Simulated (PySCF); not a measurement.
A structure optimised at PBE0-D3(BJ)/def2-TZVP, used in a PySCF frequency run:

```xyz
5

F      1.0807     0.6239    -0.1277
C      0.0000     0.0000     0.3364
F      0.0000    -1.2479    -0.1277
F     -1.0807     0.6239    -0.1277
H      0.0000     0.0000     1.4290
```
Charge 0, spin multiplicity 1.

Question: Write its SMILES, formula and point group.

Answer: FC(F)F, CHF3, C3v

Question: What are its rotational constants (standard atomic weights)?

Answer: 10.382, 10.382, 5.6941 GHz
